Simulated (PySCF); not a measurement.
Method: PBE-D3(BJ)/def2-TZVP in PySCF. All species are isolated molecules in the gas phase. Excitations are Tamm–Dancoff values on a coarser integration grid. The basis has no diffuse functions, so Rydberg states are missing or too high.

Reference species (SMILES): `Cl[Si](Cl)(Cl)Cl` (neutral, multiplicity 1).

```
Property                  Result
----------------------  --------
S1 excitation (TDA)      6.43 eV
LUMO                    -1.82 eV
S1 oscillator strength     0.000
HOMO–LUMO gap            6.29 eV
```

After one change: the S1 excitation (TDA) rises by 0.35 eV; the LUMO goes up by 0.55 eV; the S1 oscillator strength is nearly the same; the HOMO–LUMO gap increases by 0.34 eV.

Q: Which change was made? The new species is one of these.
(A) `O[Si](O)(Cl)Cl` (H–O–Si–Cl torsion -76°, Cl–Si–O–H torsion -174°)
(B) `O[Si](Cl)(Cl)Cl`
(C) `O[Si](O)(O)O`
(D) `O[Si](O)(O)Cl`

A: B, `O[Si](Cl)(Cl)Cl`
